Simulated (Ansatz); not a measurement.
Worked example: C4H6 + SiH2(CH3) → C4H5 + SiH3(CH3)

Gas-phase species: C4H6 (2-butyne) `CC#CC`, singlet; SiH2(CH3), doublet; C4H5 (but-2-yn-1-yl radical) `[CH2]C#CC`, doublet; SiH3(CH3) (methylsilane), singlet. A radical takes H: the energy is the difference in strength between the C–H bond broken and the Si–H bond made.

Shapes, held fixed at every level: PBE0-D4/def2-TZVP. Programs: Ansatz 0.2.0. Electronic energies: no zero-point or thermal term.

At B2PLYP/def2-TZVPP; 1 Eh = 2625.50 kJ/mol:

```
  species  energy (Eh)
     C4H6  -155.890077
SiH2(CH3)  -330.413064
     C4H5  -155.238347
SiH3(CH3)  -331.064277
```

Question: Work out ΔE of the reaction at this level.

Answer: 
1. Products less reactants: (-155.238347) + (-331.064277) − [(-155.890077) + (-330.413064)] = 0.000517 Eh = +1.4 kJ/mol.

Other levels give -19.8 (HF/def2-TZVPP) to +5.6 kJ/mol (SPW92/def2-TZVPP). No measured value is set beside it here. Spin contamination: C4H5 (⟨S²⟩ up to 0.94). Open shells run unrestricted. The levels disagree on the sign, so it isn't settled. That is about zero within the method's error.
